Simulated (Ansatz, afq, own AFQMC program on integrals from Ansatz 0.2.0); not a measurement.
# Where AFQMC and coupled cluster stand for HBr2, doublet

```tsv
atom	x (Å)	y (Å)	z (Å)
Br	0.0000	0.0000	-1.7302
H	0.0000	0.0000	-0.3096
Br	0.0000	0.0000	2.0398
```

Connectivity, by distances: BrH ··· Br.

Basis cc-pVTZ. Noble-gas cores (and the filled d shells of Ga–Kr and In–Xe) are frozen. AFQMC by an in-house program on the Cholesky factors that Ansatz 0.2.0 writes for its CCSD(T) run. The CISD trial takes its coefficients from CCSD amplitudes. Released means that phaseless walkers are propagated on without the constraint, phases kept. ± is one standard error of the sampling. No spin–orbit coupling.

Determinant: UHF, the one that the program's search chose, which needn't be the lowest solution. The geometry is a point of a scan.

No full CI on the walks' own integrals is used here; CCSDT(Q) serves as the reference and is uncertain by about the last step of the cluster series.

Cautions: no relativity below Rb; no spin-orbit coupling; inner d shell frozen.

```
T1 diagnostic                               : 0.0067
weight of the determinant in the CISD state : 0.865
⟨S²⟩ of the determinant                     : 0.759
size of the correlated space                : 15 electrons in 72 orbitals
```

Reference: CCSDT(Q), correlation energy -9.858 eV. The released energy is read at 1.50 1/Eh (meV from the phaseless value at times in 1/Eh: -8 ± 6 at 0.24, -13 ± 6 at 0.51, -10 ± 7 at 0.99, -17 ± 6 at 1.50).

```
         level  E − E(reference) (kJ/mol)  share of correlation (%)
            HF                      951.2                      0.00
           MP2                      131.7                     86.15
          CCSD                       33.9                     96.43
       CCSD(T)                        3.7                     99.61
         CCSDT                        1.0                     99.89
 ph-AFQMC/CISD                  1.3 ± 0.5                     99.86
released AFQMC                 -0.3 ± 0.6                    100.04
```

A walk keeps the symmetry of its determinant, which the program's search chose and which needn't be the lowest solution, so a lower state of the same spin and another symmetry isn't excluded. Released energies are given only where the last usable release times agree within the noise; a slower fall can still hide under it.
